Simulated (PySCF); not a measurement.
Molecule: `ClCCCCO`, C4H9ClO.

Cartesian coordinates in Å; atom numbers follow the order of the lines, from 1:
```xyz
15

O     2.130    0.337    1.147
C     1.686    0.210   -0.189
C     0.190    0.498   -0.236
C    -0.601   -0.526    0.575
C    -2.088   -0.226    0.591
Cl   -2.795   -0.407   -1.040
H     3.078    0.178    1.181
H     2.217    0.924   -0.836
H     1.883   -0.806   -0.562
H     0.019    1.495    0.175
H    -0.140    0.488   -1.275
H    -0.436   -1.524    0.165
H    -0.236   -0.513    1.603
H    -2.627   -0.918    1.238
H    -2.284    0.800    0.901
```

Frames of a GFN2-xTB Langevin trajectory at 300 K; GIAO PBE0/pcSseg-1 shieldings in PySCF 2.14, gas phase, non-relativistic; equivalent atoms averaged within each frame.

Chemical shifts δ = σref − σ; 17O (336.08 ppm) against H2O; TMS for 13C (186.93 ppm) and 1H (31.72 ppm); 35Cl (949.78 ppm) against HCl, all at this level. The references are static minima.

How do the shifts (ppm) fluctuate along the trajectory?

Answers


```tsv
time (fs)	O1	C2	C5	C4	C3	Cl6	H8/H9	H14/H15	H12/H13	H10/H11
250	46.4	75.2	46.4	38.8	33.9	62	4.71	3.66	2.00	1.99
425	56.2	69.5	58.4	35.8	34.7	127	3.47	3.80	3.01	2.02
625	11.3	71.4	66.8	32.9	44.4	143	4.18	4.05	1.19	1.42
800	39.0	72.4	43.8	35.9	34.8	42	4.65	3.28	2.65	1.72
1000	37.8	64.5	56.2	42.5	32.2	74	4.31	4.70	3.04	2.09
mean of frames	38.2	70.6	54.3	37.2	36.0	90	4.27	3.90	2.38	1.85
standard deviation	16.7	4.0	9.4	3.6	4.8	43	0.50	0.53	0.79	0.27
```

5 frames give an uncertainty of the mean of about the standard deviation over 2.2 at best, since frames this close in time may not be independent; classical motion lacks zero-point vibration, and the reference would need the same averaging.
